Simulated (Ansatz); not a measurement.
in.yaml

```yaml
crystal:
  periodic: [false, false, false]
  atoms:
    - {symbol: Br, position_ang: [0.000000, 0.000000, -1.769333]}
    - {symbol: H, position_ang: [0.000000, 0.000000, 0.119667]}
    - {symbol: Br, position_ang: [0.000000, 0.000000, 1.649667]}
basis:
  gaussian: {orbitals: cc-pVTZ}
magnetization: {spin_polarized: false, initial_magnetization: 1}
correlation: {method: fic_mrcisd_q, electrons: outside_noble_gas, active_space: {window: {electrons: 15, orbitals: 9}, shells: [{species: Br, l: s, shell: 4}, {species: Br, l: p, shell: 4}, {species: H, l: s, shell: 1}]}}
```

```sh
$ ansatz run in.yaml --threads 2 --pin off --events-out ev --progress --plain --max-ram 16896MiB --backend cuda --devices 0, --max-vram 18GiB
```

Output:

```
1081 factors; integrals over basis functions are off by at most 2.1e-7 eV
mean field evaluation 1: about -140014.3590 eV, gradient 1.0e1 eV
mean field evaluation 2: about -140014.3635 eV, gradient 1.0e1 eV
mean field evaluation 4: about -140015.0963 eV, gradient 1.7e0 eV
mean field evaluation 8: about -140015.1439 eV, gradient 1.5e-1 eV
mean field evaluation 16: about -140013.6521 eV, gradient 6.0e0 eV
mean field evaluation 32: about -140015.1363 eV, gradient 3.4e-6 eV
mean field -140015.14422397 eV, -5145.4616445576 hartree, gradient 1.9e-6 eV, S^2 0.750000; 7 other end points of the search recorded, 0 dependent functions left out
reference -140015.14422397 eV, -5145.4616445576 hartree; 36, 35 occupied and 64, 65 virtual orbitals, 1081 factors
state -140015.79742692 eV, -5145.4856493230 hartree
contracted CI cycle   1: correlation 0.00000000 eV, 0.0000000000 hartree, residual 2.65e1 eV
contracted CI cycle   2: correlation -8.19121248 eV, -0.3010215065 hartree, residual 4.15e0 eV
contracted CI cycle   3: correlation -8.42180207 eV, -0.3094955178 hartree, residual 8.35e-1 eV
contracted CI cycle   4: correlation -8.43088664 eV, -0.3098293694 hartree, residual 1.85e-1 eV
contracted CI cycle   5: correlation -8.43132171 eV, -0.3098453580 hartree, residual 4.53e-2 eV
contracted CI cycle   6: correlation -8.43134541 eV, -0.3098462289 hartree, residual 8.99e-3 eV
contracted CI cycle   7: correlation -8.43134630 eV, -0.3098462616 hartree, residual 1.94e-3 eV
contracted CI cycle   8: correlation -8.43134634 eV, -0.3098462631 hartree, residual 3.93e-4 eV
state -140015.79742692 eV, -5145.4856493230 hartree; corrected -140025.23805296 eV, -5145.8325859308 hartree
Total energy: -140025.23805296 eV, -5145.8325859308 hartree
Checks for a lower state left out: starts, orbital_swaps
```

Ran on 2 threads of AMD EPYC 7R13 with a shared H100 80 GB, shared host: 3.2 s wall, 0.85 GiB peak host memory.
